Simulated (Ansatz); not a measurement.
System: hcp Zr. Method: LDA (PAW; Ansatz, a program for electronic structure).

Run with plane-wave cutoff 520 eV, 18×18×8 k mesh (along the axes of the cell as run), Fermi–Dirac smearing 0.1 eV, perturbation theory, scalar-relativistic PAW data made under PBE.

Computed at the level's own relaxed cell.

Harmonic phonon frequencies (cm⁻¹; i marks an imaginary mode):

| q point | frequencies |
|---|---|
| Γ | 0 0 0 53 53 170 |
| M | … |
| K | 122 122 142 142 145 205 |

Question: Some entries are withheld; supply them.

Answer: 
- M, frequencies: 64 73 148 163 176 180

No imaginary mode appears at these points.
